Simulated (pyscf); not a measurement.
Elementary routes open to •H₂C–CH₃ + NH₃ in the gas phase (doublet surface):
A. H₃C–CH₂–NH₂ + H• (H–N broken; C–N formed)
B. H₃C–CH₃ + NH₂• (H–N broken; C–H formed)

Single points on ωB97X-D3(BJ)/def2-SVP structures (PySCF, gas phase). Correlated levels are frozen-core, on RHF or UHF. ΔMP2 is the change of the MP2 total energy from the triple- to the quadruple-zeta basis.

**Question.** Rank the routes by free-energy barrier at 1200 K, lowest first, for CCSD(T)/def2-TZVPP + ΔMP2(QZVPP) energies (ideal gas, 1 atm, RRHO with modes under 100 cm⁻¹ raised to 100, one conformer, R ln 2 for chiral ones without a mode under 150 cm⁻¹).

**Answer.** B (2.44 eV), A (3.84 eV)

Route B is the fastest of these, ahead of the next by 1.40 eV. The most stable products are those of B (ΔG = +0.62 eV), so kinetics and thermodynamics agree. At 298 K B is still the fastest. Only these routes are compared; each barrier is that of the saddle found, and lower ones may exist. The CCSD(T) − MP2 part came from Ansatz, without density fitting, on the same reference.
